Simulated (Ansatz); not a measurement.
System: diamond. Method: r²SCAN in Ansatz (PAW).

Settings: plane-wave cutoff 560 eV, 16×16×16 k mesh, Fermi–Dirac smearing 0.01 eV, scalar-relativistic PAW data made under PBE.

Cell (relaxed at this level):

```
CELL_PARAMETERS angstrom
      0.00000     1.78007     1.78007
      1.78007     0.00000     1.78007
      1.78007     1.78007     0.00000
ATOMIC_POSITIONS crystal
  C  0.00000 0.00000 0.00000
  C  0.25000 0.25000 0.25000
```

### Question
Give the computed band gap, bulk modulus and smallest direct gap on the k points sampled.

### Answer

band gap: 4.36 eV (indirect)
bulk modulus: 451 GPa
smallest direct gap on the k points sampled: 5.90 eV

Measured, for comparison: bulk modulus 455 GPa (0 K value with the zero-point phonon effect removed; as tabulated in Mejia-Rodriguez and Trickey (2018), arXiv:1807.09216). Computed (rounded) less measured: bulk modulus -0.9 %.

Static lattice: no zero-point or thermal effects.

Computing time: around 18 core-seconds (rough).

Ansatz is a quantum-chemistry and plane-wave program.
